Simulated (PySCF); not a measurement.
Species: `CCC(=O)Cl` (propionyl chloride). The columns A, B, C and D hold Mulliken, IAO, Hirshfeld and ESP-fitted charges (e) of one PBE0/pcSseg-1 density (PySCF), in a shuffled order. Coordinates in Å (PBE0-D3(BJ)/def2-SVP); the density's dipole moment is (-2.53, 1.50, -0.13) D.

```
atom       x       y       z       A       B       C       D
  C1  -1.176  -0.348   0.040  -0.413  -0.271  -0.112  -0.282
  C2   0.054   0.535  -0.034  -0.300  -0.283  -0.067  +0.249
  C3   1.337  -0.239   0.033  +0.377  +0.245  +0.193  +0.390
  O4   1.467  -1.410   0.139  -0.340  -0.287  -0.189  -0.363
 Cl5   2.772   0.838  -0.062  -0.121  -0.137  -0.078  -0.190
  H6  -2.088   0.264   0.001  +0.149  +0.129  +0.050  +0.074
  H7  -1.190  -0.932   0.971  +0.152  +0.133  +0.046  +0.081
  H8  -1.204  -1.060  -0.797  +0.152  +0.133  +0.046  +0.080
  H9   0.088   1.277   0.782  +0.172  +0.169  +0.056  -0.020
 H10   0.089   1.133  -0.960  +0.172  +0.169  +0.056  -0.019
```

Problem. Which column most likely holds the ESP-fitted charges?

Solution. D. Σ q r misses the density's dipole by 0.10 D (D), 0.53 D (A), 0.97 D (B), 1.14 D (C). Charges fitted to the outside potential are the only set here that is tied to the molecule's multipoles.

Problem. And the Hirshfeld charges?

Solution. C. The mean sizes are 0.089 e (C), 0.175 e (D), 0.195 e (B), 0.235 e (A), and Hirshfeld charges are commonly the smallest of these schemes.

As computed, A = IAO, B = Mulliken, C = Hirshfeld, D = ESP-fitted. Hydrogens on carbon: IAO +0.15 to +0.17, Mulliken +0.13 to +0.17, Hirshfeld +0.05 to +0.06, ESP-fitted -0.02 to +0.08 e.

The Mulliken scheme counts on each atom the diagonal of the density matrix times the overlap matrix over that atom's basis functions. The ESP scheme is a least-squares fit of atom-centred charges to the potential on four shells outside the van der Waals surface, with the total charge fixed.

The structure is a single PBE0-D3(BJ)/def2-SVP conformer in the gas phase; no vibrational or solvent corrections.

Conformer computed: `[CH3:1][CH2:2][C:3](=[O:4])[Cl:5]`: C1–C2–C3–O4 0°.
